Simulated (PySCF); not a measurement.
C5H4S (triplet state).
Atom-mapped SMILES: `[CH:1][c:2]1[cH:3][cH:4][cH:5][s:6]1` (hydrogens: H7 on C1; H8 on C3; H9 on C4; H10 on C5)

Theory: UKS B3LYP, pcH-1 on C H S, non-relativistic, mean-field spin-orbit, GIAO in PySCF. Isolated species at its GFN2-xTB geometry, gas phase. This triplet need not be the ground state; the singlet was not compared here. A GFN2-xTB geometry isn't a minimum of the functional, and hyperfine couplings can be far from their values at a DFT geometry. No stability test was run, so a lower SCF solution isn't excluded.

Principal values of hyperfine tensors in MHz (contact, dipolar and spin–orbit terms together), for some of the nuclei:

| atom | isotope | A1 | A2 | A3 |
| --- | --- | --- | --- | --- |
| C1 | 13C | 88.84 | 157.07 | 198.77 |
| C3 | 13C | 19.92 | 24.58 | 68.54 |
| S6 | 33S | 4.48 | 20.87 | 30.00 |
| C5 | 13C | 0.92 | 2.60 | 50.20 |
| C4 | 13C | -25.89 | -11.68 | -9.77 |
| H7 | 1H | -30.25 | -26.18 | 14.73 |
| C2 | 13C | -25.71 | -9.29 | 2.42 |
| H9 | 1H | 2.15 | 4.90 | 6.06 |

Split each tensor into its isotropic and traceless parts, and turn a_iso into mT with g = 2.0032.

a_iso is a third of the trace, T = A − a_iso, and a(mT) = a(MHz)/(g × 13.996). The tensors hold a spin–orbit part: the run splits a_iso into a_FC + a_SO, and T includes its anisotropic share.

```tsv
atom	a_iso (MHz)	a_FC	a_SO	a_iso (mT)	T1	T2	T3
C1	148.23	148.37	-0.15	5.287	-59.38	8.84	50.54
C3	37.68	37.70	-0.02	1.344	-17.76	-13.10	30.86
S6	18.45	18.51	-0.06	0.658	-13.97	2.42	11.55
C5	17.91	17.82	0.09	0.639	-16.98	-15.31	32.29
C4	-15.78	-15.78	-0.01	-0.563	-10.11	4.11	6.01
H7	-13.90	-13.89	-0.01	-0.496	-16.35	-12.28	28.63
C2	-10.86	-10.84	-0.02	-0.387	-14.85	1.57	13.28
H9	4.37	4.37	0.00	0.156	-2.22	0.53	1.69
```

What spin density at the nucleus of C2 lies behind its contact coupling (g_N = 1.40482)?

a_FC = (2μ0/3) gₑ μB g_N μN ρ(0)/(2S·h) = 800.24 MHz × g_N × ρ(0)/(2S), with ρ in bohr⁻³. With a_FC = -10.84 MHz and 2S = 2, ρ(0) = -0.01929 bohr⁻³.

H8 (1H, g_N = 5.58569) isn't in the table. Its spin density at the nucleus is -0.007283 bohr⁻³. What is its contact coupling?

By the same relation, a_FC = -16.28 MHz. Its full tensor has the principal values -21.74, -19.11, -7.98 MHz.

Which nucleus of the table has the largest anisotropic coupling, and what is its form?

C1: -59.4, 8.8, 50.5 MHz (the dipolar term alone has -59.2, 8.8, 50.5), rhombic: the two smaller values differ by 70 % of the largest.
